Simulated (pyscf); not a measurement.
**Concerted two-bond exchange: HC≡CH + HF -> :C=CH₂ [singlet] + HF**

Gas phase, singlet surface, charge 0. Bonds broken: C1–H3, F5–H6. Bonds formed: C2–H6, H3–F5. Optimised with ωB97X-D3(BJ)/def2-SVP in PySCF. MP2 and CC: frozen core, UHF for open shells. ΔMP2 is the change of the MP2 total energy from the triple- to the quadruple-zeta basis.

Transition state (Å):

```xyz
6

C     -0.3844     0.5641     0.4969
C      0.5491     1.1565    -0.0648
H     -0.6478    -0.7649     0.3982
H      1.3089     1.7996    -0.4861
F      0.0042    -1.5082    -0.2497
H      0.4703    -0.2788    -0.3229
```

One imaginary mode, 1959i cm⁻¹; descent along it reached the two sides named, in the forms told below.

```
bond   change  reactant side (Å)  saddle  product side
-----  ------  -----------------  ------  ------------
C1–H3  breaks              1.078   1.358         1.906
F5–H6  breaks              0.929   1.317           2.6
C2–H6   forms              2.163   1.460         1.164
H3–F5   forms                3.4   1.182         0.939
```

Electronic energies relative to the separated reactants (kJ/mol):

```json
[
 {"level": "ωB97X-D3(BJ)/def2-TZVP", "barrier": "255.0", "reaction energy": "+174.3", "reverse barrier": "80.7"},
 {"level": "PBE/def2-TZVP", "barrier": "209.0", "reaction energy": "+188.6", "reverse barrier": "20.4"},
 {"level": "r²SCAN/def2-TZVP", "barrier": "226.2", "reaction energy": "+187.0", "reverse barrier": "39.2"},
 {"level": "B3LYP-D3(BJ)/def2-TZVP", "barrier": "249.2", "reaction energy": "+179.3", "reverse barrier": "69.9"},
 {"level": "PBE0-D3(BJ)/def2-TZVP", "barrier": "235.7", "reaction energy": "+184.3", "reverse barrier": "51.4"},
 {"level": "M06-2X/def2-TZVP", "barrier": "256.2", "reaction energy": "+188.9", "reverse barrier": "67.3"},
 {"level": "ωB97M-D3(BJ)/def2-TZVP", "barrier": "250.3", "reaction energy": "+173.3", "reverse barrier": "77.0"},
 {"level": "HF/def2-TZVP", "barrier": "349.7", "reaction energy": "+144.6", "reverse barrier": "205.1"},
 {"level": "MP2/def2-QZVPP", "barrier": "267.1", "reaction energy": "+220.4", "reverse barrier": "46.8"},
 {"level": "CCSD/def2-TZVPP", "barrier": "287.8", "reaction energy": "+179.4", "reverse barrier": "108.4"},
 {"level": "CCSD(T)/def2-TZVPP", "barrier": "270.4", "reaction energy": "+185.2", "reverse barrier": "85.2"},
 {"level": "CCSD(T)/def2-TZVPP + ΔMP2(QZVPP)", "barrier": "271.0", "reaction energy": "+187.5", "reverse barrier": "83.6"}
]
```

With CCSD(T)/def2-TZVPP + ΔMP2(QZVPP) energies and thermal terms (ideal gas, 1 atm, RRHO with modes under 100 cm⁻¹ raised to 100, one conformer, R ln 2 for rigid chiral ones), in kJ/mol:

```json
[
 {"T (K)": "298", "ΔH‡": "254.2", "ΔG‡": "287.6", "ΔH": "+179.3", "ΔG": "+172.2"},
 {"T (K)": "600", "ΔH‡": "251.8", "ΔG‡": "322.6", "ΔH": "+179.2", "ΔG": "+164.9"},
 {"T (K)": "900", "ΔH‡": "252.2", "ΔG‡": "358.0", "ΔH": "+178.7", "ΔG": "+157.8"},
 {"T (K)": "1200", "ΔH‡": "253.8", "ΔG‡": "393.1", "ΔH": "+178.0", "ΔG": "+151.0"}
]
```

On the reactant side the descent ends in a complex, 22.2 kJ/mol under the separated species and 277.2 kJ/mol under the saddle at ωB97X-D3(BJ)/def2-TZVP. On the product side the descent ends in a complex, 24.1 kJ/mol under the separated species and 104.9 kJ/mol under the saddle at ωB97X-D3(BJ)/def2-TZVP. The same reactants have a lower exit, to H₂C=CH–F (barrier +189.8 kJ/mol at ωB97M-D3(BJ), against +250.3 kJ/mol here). This is the saddle that the search found; another between the same sides may lie lower. The CCSD(T) − MP2 part came from Ansatz, without density fitting, on the same reference.
